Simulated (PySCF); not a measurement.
Chloroacetonitrile, C2H2ClN.
Numbering: `[N:1]#[C:2][CH2:3][Cl:4]` (hydrogens: H5, H6 on C3)

The same species was optimised twice, with GFN2-xTB and with PBE0-D3(BJ)/def2-SVP (PySCF), and the same property calculations (PySCF, gas phase) were run on both structures.

```tsv
coordinate	GFN2-xTB	PBE0-D3(BJ)/def2-SVP	change
C3–Cl4 (Å)	1.800	1.780	-0.020
C2–C3 (Å)	1.438	1.454	+0.016
N1≡C2 (Å)	1.142	1.157	+0.015
C3–H5 (Å)	1.091	1.099	+0.008
C3–H6 (Å)	1.091	1.099	+0.008
C2–C3–Cl4 (°)	109.3	111.9	+2.6
H5–C3–H6 (°)	110.7	108.7	-2.0
C2–C3–H5 (°)	110.5	109.7	-0.8
C2–C3–H6 (°)	110.5	109.7	-0.8
Cl4–C3–H5 (°)	107.9	108.4	+0.5
Cl4–C3–H6 (°)	107.9	108.3	+0.4
N1–C2–C3 (°)	179.3	179.6	+0.3
```

Rotational constants: A = 23841, B = 3265, C = 2926 MHz (GFN2-xTB) against A = 25418, B = 3137, C = 2843 MHz (PBE0-D3(BJ)/def2-SVP). Point groups within 0.08 Å: Cs and Cs.

On the GFN2-xTB structure: HOMO (eV) -9.32 [PBE0/pcSseg-1]; LUMO (eV) -1.07 [PBE0/pcSseg-1]; dipole (D) 3.32 [PBE0/pcSseg-1]; GIAO shielding of N1 (ppm) -47.1 [PBE0/pcSseg-1]; GIAO shielding of C2 (ppm) 67.6 [PBE0/pcSseg-1]; GIAO shielding of C3 (ppm) 155.4 [PBE0/pcSseg-1]; GIAO shielding of Cl4 (ppm) 812.8 [PBE0/pcSseg-1].

**Question.** What do these properties become on the PBE0-D3(BJ)/def2-SVP structure?

**Answer.** 
```
                                    property          level  on GFN2-xTB  on PBE0-D3(BJ)/def2-SVP  change
                                   HOMO (eV)  PBE0/pcSseg-1        -9.32                    -9.30   +0.02
                                   LUMO (eV)  PBE0/pcSseg-1        -1.07                    -0.98   +0.09
                                  dipole (D)  PBE0/pcSseg-1         3.32                     3.27   -0.05
energy, GFN2-xTB geometry as zero (kcal/mol)  PBE0/pcSseg-1          0.0                     -0.4    -0.4
                  GIAO shielding of N1 (ppm)  PBE0/pcSseg-1        -47.1                    -52.5    -5.4
                  GIAO shielding of C2 (ppm)  PBE0/pcSseg-1         67.6                     64.9    -2.7
                  GIAO shielding of C3 (ppm)  PBE0/pcSseg-1        155.4                    154.4    -1.0
                 GIAO shielding of Cl4 (ppm)  PBE0/pcSseg-1        812.8                    836.6   +23.8
```

The heavy atoms differ by 0.037 Å rms after alignment. Among all bonds C3–Cl4 changes most (-0.020 Å). Changes are differences of the printed values. Neither structure is proved a minimum here.
